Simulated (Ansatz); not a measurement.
**SiH₃O₂ radical: up Jacob's ladder to CCSD(T)**

One table from this session's results is given with a row withheld; the runs are named, their logs left out.

Computed with Ansatz 0.2.0, Gaussian basis. Level: functionals in def2-TZVPP, the program's frozen cores in correlated methods.

The runs, in order: LDA (SPW92), PBE-D4, revPBE-D4, BLYP-D4, r2SCAN-D4, B97M-V, PBE0-D4, B3LYP-D4, r2SCANh-D4, r2SCAN0-D4, HSE06-D4, BHLYP-D4, CAM-B3LYP-D4, LC-ωPBE, ωB97X-V, ωB97M-V, B2PLYP, PBE-QIDH; CCSD(T)/def2-SVP; CCSD(T)/def2-TZVPP; MP2/def2-QZVPP; extrapolation to the limit; RPA on PBE.

### The geometry

All runs share one geometry, relaxed beforehand with PBE0-D4 in a triple-zeta def2 set.

SMILES `[O][SiH2]O`, 6 atoms, charge 0, spin multiplicity 2.

Atoms are counted from 1 here; the program's logs count them from 0.

Bond lengths: O1–Si2 1.647 Å, Si2–O3 1.632 Å, Si2–H4 1.494 Å, Si2–H5 1.479 Å, O3–H6 0.958 Å. Angles: O1–Si2–O3 117.2°, O1–Si2–H4 98.3°, O1–Si2–H5 110.2°, O3–Si2–H4 112.7°, O3–Si2–H5 105.0°, H4–Si2–H5 113.8°, Si2–O3–H6 119.0°.

Set-up of the first run:

File in.yaml:

```yaml
crystal:
  periodic: [false, false, false]
  atoms:
    - {symbol: O, position_ang: [-1.671919, -0.490266, 0.111163]}
    - {symbol: Si, position_ang: [-0.205533, 0.160445, -0.263419]}
    - {symbol: O, position_ang: [0.949681, 0.110164, 0.888524]}
    - {symbol: H, position_ang: [0.117026, -0.700318, -1.441661]}
    - {symbol: H, position_ang: [-0.353514, 1.594205, -0.593972]}
    - {symbol: H, position_ang: [1.206358, -0.738329, 1.253065]}
basis:
  gaussian: {orbitals: def2-TZVPP}
magnetization: {spin_polarized: true, initial_magnetization: 1}
hamiltonian: {xc: lda}
output: {orbitals: {seedname: orbitals}}
```

Steps of the session up to this table: LDA; PBE-D4 (GGA); revPBE-D4 (GGA); BLYP-D4 (GGA); r2SCAN-D4 (meta-GGA); B97M-V (meta-GGA); PBE0-D4 (hybrid); B3LYP-D4 (hybrid); r2SCANh-D4 (hybrid); r2SCAN0-D4 (hybrid); HSE06-D4 (hybrid); BHLYP-D4 (hybrid); CAM-B3LYP-D4 (range-separated); LC-ωPBE-D4 (range-separated; the results give it without D4); ωB97X-V (range-separated); ωB97M-V (range-separated); B2PLYP (double hybrid); PBE-QIDH (double hybrid).

One table of the session follows, with a row left open; its other results are not shown here.

It belongs to the step «Frontier levels by functional». 

```
  functional  HOMO (eV)  LUMO (eV)  gap (eV)
 LDA (SPW92)      -7.22      -6.67      0.54
      PBE-D4          ?          ?         ?
   revPBE-D4      -7.20      -6.15      1.05
     BLYP-D4      -7.15      -6.22      0.94
   r2SCAN-D4      -7.77      -5.70      2.07
      B97M-V      -7.95      -5.71      2.24
     PBE0-D4      -9.17      -4.68      4.49
    B3LYP-D4      -8.87      -5.20      3.67
  r2SCANh-D4      -8.47      -5.11      3.36
  r2SCAN0-D4      -9.49      -4.19      5.30
    HSE06-D4      -8.75      -5.08      3.67
    BHLYP-D4     -10.78      -2.98      7.81
CAM-B3LYP-D4     -10.73      -3.59      7.14
     LC-ωPBE     -12.14      -2.18      9.96
     ωB97X-V     -11.76      -2.47      9.29
     ωB97M-V     -11.61      -2.49      9.11
```

**Question.** Estimate the row for PBE-D4.

The run gave: HOMO (eV): -7.23; LUMO (eV): -6.26; gap (eV): 0.97. In the column «HOMO (eV)» it lies between r2SCAN-D4 (-7.77) and LDA (SPW92) (-7.22).
